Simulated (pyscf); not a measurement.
A first-order saddle from PySCF, ωB97X-D3(BJ)/def2-SVP:

```xyz
13

Si    -2.2417     0.0185    -0.2446
N     -0.7147    -0.4335     0.5154
B      0.6321     0.1283    -0.2164
H     -2.3582    -0.5267    -1.6263
H     -3.3817    -0.4991     0.5699
H     -2.2946     1.5053    -0.2817
H     -0.6454    -1.4024     0.8233
H      1.4462    -0.7618    -0.3969
H      0.3389     0.7824    -1.2082
N      0.9902     1.0600     1.0309
H     -0.1308     0.3969     1.2942
H      1.8414     0.8310     1.5394
H      0.9577     2.0649     0.8723
```
Charge 0, spin multiplicity 1.

Surface: singlet, charge 0. Lowest wavenumbers (cm⁻¹): 1466i, 107, 162, 210, 379.

Task: Name the species on either side of this saddle.

Result: `[BH2][NH][SiH3]` + `[NH3]` ⇌ `[NH2][SiH3]` + `[BH2][NH2]`, a four-centre exchange read from left to right: B–N, H–N broken and H–N, B–N formed. At ωB97M-D3(BJ)/def2-TZVP it lies +52.2 kJ/mol from the left side and +59.3 kJ/mol from the right (each side as separated species at their lowest minima found). On the reactant side the descent ends in an adduct with a B–N contact, 44.2 kJ/mol under the separated species and 96.0 kJ/mol under the saddle at ωB97X-D3(BJ)/def2-TZVP. On the product side the descent ends in an adduct with a B–N contact, 8.5 kJ/mol under the separated species and 64.5 kJ/mol under the saddle at ωB97X-D3(BJ)/def2-TZVP. What is counted as formed (B–N) is already present as a longer contact in the reactant adduct; forming that adduct is a step of its own. What is counted as broken (B–N) persists as a longer contact in the product adduct; parting that adduct is a step of its own. One saddle was located; it need not be the lowest between these sides.
